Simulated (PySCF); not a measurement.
# A diatomic session: NaP

One job finds the state of NaP, follows it along the bond with each method and fits the curves.

The runs use PySCF 2.14.0; Na aug-cc-pVDZ, P aug-cc-pV(D+d)Z, no relativity.

### 1 Input

Settings of the job:

| Item | Value |
| --- | --- |
| atoms | Na, P |
| charge | 0 |
| basis | Na aug-cc-pVDZ, P aug-cc-pV(D+d)Z |
| Hamiltonian | no relativity |
| basis functions | 59 |
| electrons treated | 26 |
| masses in u | 22.9898, 30.9738 |
| levels | PBE0, PBE, r²SCAN, revPBE, BHandHLYP, TPSSh, HF, MP2, SCS-MP2, CCSD, CCSD(T) |
| grid | 80 radial by 434 angular points |
| occupations | held fixed by the projection of orbital angular momentum |
| dissociation limit | Na + P, each in its ground configuration |
| starting distance in angstrom | 2.640 |
| values of 2S to try | 0, 2, 4 |

Launch:

```sh
$ OMP_NUM_THREADS=1 python dia.py task.json out
```

Further steps of the session: The PBE0 curve of the state that the search chose; Excited determinants; PBE (GGA); r²SCAN; revPBE (GGA); BHandHLYP (global hybrid GGA); TPSSh (hybrid meta-GGA); ROHF (mean field); Correlated methods on the Hartree–Fock reference.

Before running it: what results should come out? Wanted: for each run, Re; ωe; De; μ.

As calculated:

Lowest PBE0 solution found, without spin–orbit coupling: ³Σ⁻ (triplet), unpaired electrons π ↑↑. State 2 has its PBE0 minimum 0.34 eV higher, as a spin-mixed determinant (⟨S²⟩ = 1.01), so this is no gap between pure states. State 3 has its PBE0 minimum 0.73 eV higher. State 4 has its PBE0 minimum 1.05 eV higher, as a spin-mixed determinant (⟨S²⟩ = 1.01), so this is no gap between pure states. The other levels ran on the lowest alone.

```tsv
level	Re (Å)	ωe (cm⁻¹)	De (eV)	μ (D)
ROHF	2.691	285.7	0.133	-8.71
ROHF-MP2	2.699	268.2	0.89	n/a
ROHF-SCS-MP2	2.702	266.5	0.94	n/a
ROHF-CCSD	2.716	257.0	0.92	n/a
ROHF-CCSD(T)	2.724	251.7	0.99	n/a
PBE	2.678	265.6	1.43	-6.56
revPBE	2.703	259.7	1.36	-6.73
r²SCAN	2.682	268.9	1.35	-7.26
TPSSh	2.679	274.0	1.46	-7.38
PBE0	2.663	277.7	1.32	-7.29
BHandHLYP	2.651	285.9	1.27	-7.53
```

De is counted to Na + P in their ground configurations. A positive dipole means Na(−)P(+).

The methods spread over 0.074 Å in bond length, from BHandHLYP to ROHF-CCSD(T). CCSD(T) can't serve as the judge here: for a weak bond in this basis it is far from its limit. Of the levels with a De here, ROHF gives the least (0.133 eV) and TPSSh the most (1.46 eV).

Correlated steps freeze 6 core orbitals.
